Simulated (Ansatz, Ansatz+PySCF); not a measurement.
## Stretching singlet MgO

The Mg–O distance is varied.

Basis set: def2-SVP (spherical functions). Frozen core: 2 orbitals. Charge 0, multiplicity 1.

Computed with Ansatz (development build ahead of 0.2.0), each point on the determinant that the search for low states chose. Each curve is measured from its own lowest point listed.

| r(Mg–O) (Å) | UHF (eV) | RHF-MP2 (eV) | UHF-MP2 (eV) |
| --- | --- | --- | --- |
| 1.570 | 1.187 | 0.704 | 1.143 |
| 1.610 | 0.899 | 0.414 | 0.955 |
| 1.670 | 0.487 | 0.131 | 0.575 |
| 1.710 | 0.295 | 0.032 | 0.366 |
| 1.750 | 0.159 | 0.000 | 0.213 |
| 1.790 | 0.068 | 0.028 | 0.107 |
| 1.840 | 0.010 | 0.138 | 0.028 |
| 1.887 | 0.000 | 0.307 | 0.000 |
| 1.930 | 0.022 | 0.499 | 0.006 |
| 1.980 | 0.078 | 0.761 | 0.044 |
| 2.040 | 0.179 | 1.106 | 0.125 |
| 2.120 | 0.357 | 1.589 | 0.278 |
| 2.220 | 0.627 | 2.184 | 0.520 |
| 2.290 | 0.835 | 2.575 | 0.710 |
| 2.370 | 1.082 | 2.988 | 0.940 |
| 2.450 | 1.334 | 3.360 | 1.175 |
| 2.540 | 1.617 | 3.729 | 1.440 |
| 2.620 | 1.864 | 4.014 | 1.672 |

Q: Give the RHF curve at the same distances.

A: (r (Å), E (eV)): (1.570, 0.470), (1.610, 0.253), (1.670, 0.066), (1.710, 0.012), (1.750, 0.000), (1.790, 0.020), (1.840, 0.079), (1.887, 0.158), (1.930, 0.242), (1.980, 0.350), (2.040, 0.485), (2.120, 0.666), (2.220, 0.880), (2.290, 1.017), (2.370, 1.160), (2.450, 1.287), (2.540, 1.411), (2.620, 1.506)

Caution for RHF at some points, RHF-MP2 at some points: an unrestricted determinant lies well below. Caution for UHF at some points, UHF-MP2 at some points: the unrestricted determinant is a mixture of spin states. Caution for RHF-MP2 at some points: other determinants can give a lower correlated total; large amplitudes, a single reference is doubtful. Caution for RHF-MP2 at some points, UHF-MP2 at some points: bonds are stretched, where a single reference can fail. Caution for UHF-MP2 at some points: a plain start can end on a higher determinant; another reference gives a lower total.
